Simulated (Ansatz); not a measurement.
# Ladder of methods for the band gap of wurtzite CdSe

Reference value: 1.73 eV (measured, temperature not stated, no zero-point or thermal correction; as tabulated in Abedi et al. (2022), arXiv:2211.14644).

### Question
Which of these levels comes closest to the reference?
(A) PBE+SOC (Ansatz, a first-principles code)
(B) LDA+SOC (Ansatz)
(C) HSE06+SOC (Ansatz)
(D) r²SCAN+SOC (Ansatz)

### Answer
C, HSE06+SOC (Ansatz)

| level (code) | value (eV) | cell (Å³/atom) | difference (eV) |
|---|---|---|---|
| LDA+SOC (Ansatz) | 0.27 (direct) | 28.19 | -1.46 |
| PBE+SOC (Ansatz) | 0.55 (direct) | 28.19 | -1.18 |
| r²SCAN+SOC (Ansatz) | 1.05 (direct) | 28.19 | -0.68 |
| HSE06+SOC (Ansatz) | 1.47 (direct) | 28.19 | -0.26 |

Closest of these to the reference: HSE06+SOC (-0.26 eV). LDA+SOC (-1.46 eV) misses by most. Of these only HSE06+SOC lands within 0.3 eV. All 4 levels lie below the reference.

Density-functional values are differences of (generalised) Kohn–Sham levels of a static lattice; semilocal ones lie below quasiparticle gaps as a rule. Measured values hold zero-point and thermal shifts unless a correction is named.  Values are at the measured cell (atoms relaxed with PBEsol). Cutoffs and k meshes differ between the levels. Ansatz's density-functional and Hartree–Fock values are scalar-relativistic unless marked +SOC, with PAW data made under PBE.

Differences are worked out from the printed values.
